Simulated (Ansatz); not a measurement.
# Worked example: the step energy

An elementary step of CH5BS, closed shell (CH₅BS ([CH3][BH][SH]) → CH₃B ([BH][CH2]) + H₂S (still joined by a long B–S bond); B–S, C–H broken or loosened, S–H formed or tightened). “Start” and “end” are the PBE0-D4/def2-TZVP structures reached by relaxing down either side of its saddle point, with the molecules still in contact.

Computed with Ansatz 0.2.0 (basis: def2-TZVPP and def2-QZVPP); correlated methods freeze the cores.

Energies in eV:

| quantity | end | start |
| --- | --- | --- |
| Hartree–Fock, triple zeta (X = 3) | -12597.72081 | -12600.55518 |
| Hartree–Fock, quadruple zeta (X = 4) | -12598.12392 | -12600.94437 |
| MP2 correlation, X = 3 | -12.87762 | -12.54907 |
| MP2 correlation, X = 4 | -13.77854 | -13.45194 |
| CCSD(T) correlation, X = 3 | -14.64497 | -14.28807 |

(1) Work out the step energy at the basis limit: extrapolate Hartree–Fock as E(X) = E∞ + A exp(−7.88 √X) and the MP2 correlation as E(X) = E∞ + B X^−2.97 (the exponents that Neese and Valeev fitted for def2-TZVPP and QZVPP), then add CCSD(T) − MP2 in triple zeta.

No T1 diagnostic of these runs exceeds 0.014.

Results:

(1) Each step is linear, so take the differences first (end − start): Hartree–Fock 2.83437 (X = 3) and 2.82045 (X = 4); MP2 correlation -0.32855 and -0.32660; CCSD(T) correlation -0.35690.
Two points give E∞ = E(4) + w [E(4) − E(3)], with w = 1/(exp(7.88 (2 − √3)) − 1) = 0.1377 for Hartree–Fock and w = 1/((4/3)^2.97 − 1) = 0.7407 for the correlation.
Hartree–Fock: 2.82045 + 0.1377 × (-0.01392) = 2.8185 eV.
MP2 correlation: -0.32660 + 0.7407 × 0.00195 = -0.3252 eV.
CCSD(T) − MP2: -0.35690 − (-0.32855) = -0.0283 eV.
Sum: 2.8185 + (-0.3252) + (-0.0283) = 2.4650 eV, or 56.84 kcal/mol. Plain CCSD(T) in triple zeta gives 2.4775 eV, so the larger basis shifts the result by -0.0125 eV.

Labels in which every atom is bracketed show which atoms are joined, not bond orders.

For scale, one of the runs: CCSD(T)/def2-TZVPP, 174 basis functions, launched by `ansatz run in.yaml --threads 2 --pin off --events-out ev --progress --plain --max-ram 4352MiB`. The run took 28 s on 2 CPU threads of an Arm Neoverse V1 (shared host), with 1.5 GiB of host memory at its peak.
